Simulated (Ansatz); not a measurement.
Vertical electron affinity to the singlet: 6 cases among radicals of phosphorus and sulfur hydrides, oxides and halides, in eV, species as SMILES. Set-up: no dispersion term unless named; frozen cores in correlated levels; 6-311+G** with 5d, 6d on Na to Ar in Ansatz (a quantum-chemistry and plane-wave program); 6-31G* and kin with 6d, 5d where marked; each state is the SCF solution reached for its charge and spin; no spin-orbit coupling; non-relativistic; open shells spin-unrestricted. CBS marks a two-point X^-3 extrapolation of the correlation energy; Hartree-Fock from the larger set. [CCSD(T)-MP2]/basis is that difference in the basis named. Ab initio and DFT rows: single points at B3LYP-D3(BJ) geometries (Ansatz). Sets without +, aug- or the D of def2-TZVPD hold no diffuse functions, which anions need.

Coupled cluster (Ansatz) is a level with limits of its own, used here on species with T1 under 0.025 (0.045 for open shells) and stable references: (a) RI-MP2/CBS(aug-cc-pV(T+d)Z,aug-cc-pV(Q+d)Z)+[CCSD(T)-MP2]/aug-cc-pV(T+d)Z; (b) CCSD(T)/CBS(aug-cc-pV(T+d)Z,aug-cc-pV(Q+d)Z).

| species | atoms | coupled cluster | difference of B3LYP/6-31G* (Ansatz) | difference of HF/6-311+G** (Ansatz) | difference of PBE/6-31G* (Ansatz) | difference of B3LYP/3-21G (Ansatz) | difference of B3LYP/6-311+G** (Ansatz) | difference of B3LYP/def2-TZVPD (Ansatz) | difference of PBE0/def2-TZVPD (Ansatz) |
|---|---|---|---|---|---|---|---|---|---|
| [SH] (HS) | 2 | 2.36 (b) | -0.56 | -1.23 | -0.58 | -0.66 | -0.02 | -0.02 | -0.13 |
| [S]F | 2 | 2.20 (b) | -0.73 | -0.93 | -0.89 | -0.97 | 0.03 | -0.06 | -0.15 |
| O=[S]F | 3 | 1.17 (a) | -0.98 | -0.67 | -1.26 | -1.54 | 0.00 | -0.09 | -0.19 |
| [O]S (HSO) | 3 | 1.22 (b) | -1.08 | -1.13 | -1.22 | -1.83 | -0.15 | -0.08 | -0.17 |
| [PH2] (PH2) | 3 | 1.26 (b) | -0.61 | -1.18 | -0.63 | -0.66 | -0.03 | -0.25 | -0.32 |
| P[PH] (P2H3) | 5 | 1.41 (a) | -0.56 | -1.18 | -0.60 | -0.53 | -0.15 | -0.22 | -0.27 |

| level | cases | mean signed difference | mean absolute difference | median absolute difference | largest absolute difference |
|---|---|---|---|---|---|
| B3LYP/6-31G* (Ansatz) | 6 | -0.753 | 0.753 | 0.670 | 1.08 |
| HF/6-311+G** (Ansatz) | 6 | -1.053 | 1.053 | 1.155 | 1.23 |
| PBE/6-31G* (Ansatz) | 6 | -0.863 | 0.863 | 0.760 | 1.26 |
| B3LYP/3-21G (Ansatz) | 6 | -1.032 | 1.032 | 0.815 | 1.83 |
| B3LYP/6-311+G** (Ansatz) | 6 | -0.053 | 0.063 | 0.030 | 0.15 |
| B3LYP/def2-TZVPD (Ansatz) | 6 | -0.120 | 0.120 | 0.085 | 0.25 |
| PBE0/def2-TZVPD (Ansatz) | 6 | -0.205 | 0.205 | 0.180 | 0.32 |

B3LYP/6-31G* lies above in 0 of 6 cases and within 0.1 eV in 0; mean signed difference -0.753 eV, mean absolute 0.753 eV (0.645 over the 2 cases of up to 2 atoms, 0.807 over the larger). These figures hold for the species listed.

How the rows were picked: cases drawn at random among the computed members of the class with clean coupled-cluster diagnostics. The batch they came from held 8 cases of this property in the class: 0 with a tabulated value, 6 with clean coupled cluster alone, 2 with neither, which enter no statistics. The levels are drawn from those run on every case listed, the commonest habits more often. No case is left out for the size of its miss. Left out are saddle points of the reference geometry, anions that the best level run finds unbound, excited spin states, species near biochemistry, 298 K rows of species without real B3LYP wavenumbers, cases with under five habitual levels, runs that failed or that the program found above a lower state of the same kind, table entries that another table contradicts, and a share of species set aside by lot.
